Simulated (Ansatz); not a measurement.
```yaml
crystal:
  periodic: [false, false, false]
  atoms:
    - {symbol: In, position_ang: [-0.230461, -0.403165, -0.023447]}
    - {symbol: Cl, position_ang: [2.049366, -0.270658, 0.055379]}
    - {symbol: Cl, position_ang: [-1.272343, 1.629971, 0.023676]}
    - {symbol: H, position_ang: [-1.078153, -1.886105, -0.109692]}
basis:
  gaussian: {orbitals: def2-TZVP}
hamiltonian: {xc: pbe0}
relax: {f_tol: 0.004, max_steps: 80}
```

```sh
$ ansatz run in.yaml --threads 1 --pin off --events-out ev --progress --plain --max-ram 2176MiB
```

Steps of the relaxation (energy above the last step; positions in Å, forces in eV/Å):

```
4
step 1, 14.0 meV
In   -0.230   -0.403   -0.023   -0.341   -0.597   -0.035
Cl    2.049   -0.271    0.055    0.428    0.047    0.016
Cl   -1.272    1.630    0.024   -0.176    0.393    0.010
H    -1.078   -1.886   -0.110    0.090    0.157    0.009
```

```
4
step 2, 0.5 meV
In   -0.241   -0.421   -0.025    0.045    0.078    0.005
Cl    2.069   -0.269    0.056   -0.044    0.012   -0.001
Cl   -1.281    1.647    0.024    0.033   -0.031    0.000
H    -1.078   -1.887   -0.110   -0.034   -0.059   -0.003
```

```
4
step 3, 0.0 meV
In   -0.243   -0.425   -0.025   -0.001   -0.002    0.000
Cl    2.063   -0.258    0.056   -0.004   -0.001    0.000
Cl   -1.269    1.648    0.025    0.001   -0.004    0.000
H    -1.083   -1.895   -0.110    0.004    0.007    0.000
```

```
4
step 4, 0.0 meV
In   -0.243   -0.425   -0.025    0.000    0.000    0.000
Cl    2.063   -0.259    0.056    0.000    0.000    0.000
Cl   -1.269    1.648    0.024    0.000    0.000    0.000
H    -1.083   -1.894   -0.110    0.000    0.000    0.000
```

Close pairs at the end: In1–H4 1.694 Å, In1–Cl3 2.313 Å, In1–Cl2 2.313 Å.

A stationary point of restricted PBE0 after 4 steps (its stability towards spin polarisation wasn't tested); no frequencies were run, so it isn't proven a minimum. 29 s on 1 thread of Arm Neoverse V1, shared host.
